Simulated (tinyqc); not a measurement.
Inside a calculation. Method: Hueckel theory of the pi electrons, for the molecule [CH2]C=C (SMILES; centres numbered as the heavy atoms are written). One step of it, computed by the program tinyqc.

Task: Orbitals. Diagonalise; E = alpha + x beta with beta < 0, so the largest x are filled first; degenerate levels share their electrons. P = sum n_i c_ri c_si; each orbital has its largest coefficient positive (the first on a tie).

Hueckel matrix in units of beta (H = alpha + beta A), order 1C, 2C, 3C:
```
[[0.000000, 1.000000, 0.000000],
 [1.000000, 0.000000, 1.000000],
 [0.000000, 1.000000, 0.000000]]
```

pi electrons, sum of z_r less the charge = 3

Give: x values; occupations; coefficients; charge and bond-order matrix P.

Result:

x values: [1.4142, 0.0000, -1.4142]

occupations: [2.0000, 1.0000, 0.0000]

coefficients, order 1C, 2C, 3C:
```
[[0.5000, 0.7071, -0.5000],
 [0.7071, 0.0000, 0.7071],
 [0.5000, -0.7071, -0.5000]]
```

charge and bond-order matrix P, order 1C, 2C, 3C:
```
[[1.0000, 0.7071, 0.0000],
 [0.7071, 1.0000, 0.7071],
 [0.0000, 0.7071, 1.0000]]
```
